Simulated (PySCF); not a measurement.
FH, SMILES F.

The structure is a stationary point at B3LYP-D3(BJ)/def2-TZVPD.

Calculation: TDA-LC-ωPBE/def2-TZVPD in PySCF.

Vertical excitations; the highest root listed may be one member of a degenerate set.  State labels are in the subgroup C2v.

```csv
state,symmetry,energy (eV),λ (nm),f,main pairs
S1,B1,10.16,122,0.033,HOMO−1→LUMO (degenerate set)
S2,B2,10.16,122,0.033,HOMO→LUMO (degenerate set)
S3,A2,13.06,95,0.000,"HOMO→LUMO+2 48 %, HOMO−1→LUMO+3 48 %"
S4,A2,13.07,95,0.000,"HOMO−1→LUMO+3, HOMO→LUMO+2 (degenerate set)"
S5,A1,13.07,95,0.000,"HOMO→LUMO+3, HOMO−1→LUMO+2 (degenerate set)"
S6,B1,13.10,95,0.020,HOMO−1→LUMO+1 (degenerate set)
S7,B2,13.10,95,0.020,HOMO→LUMO+1 (degenerate set)
S8,A1,13.57,91,0.062,"HOMO−2→LUMO 33 %, HOMO−1→LUMO+2 31 %, HOMO→LUMO+3 31 %"
S9,A1,14.75,84,0.077,"HOMO−2→LUMO 50 %, HOMO→LUMO+3 17 %, HOMO−1→LUMO+2 17 %, HOMO−2→LUMO+1 9 %"
S10,B1,15.67,79,0.070,HOMO−1→LUMO+6 87 %
T1,B2,9.60,129,0,HOMO→LUMO (degenerate set)
T2,B1,9.60,129,0,HOMO−1→LUMO (degenerate set)
T3,A1,12.64,98,0,"HOMO−1→LUMO+2 46 %, HOMO→LUMO+3 46 %"
T4,A2,12.84,97,0,"HOMO→LUMO+2 48 %, HOMO−1→LUMO+3 48 %"
```
Triplets are in the Tamm–Dancoff approximation.
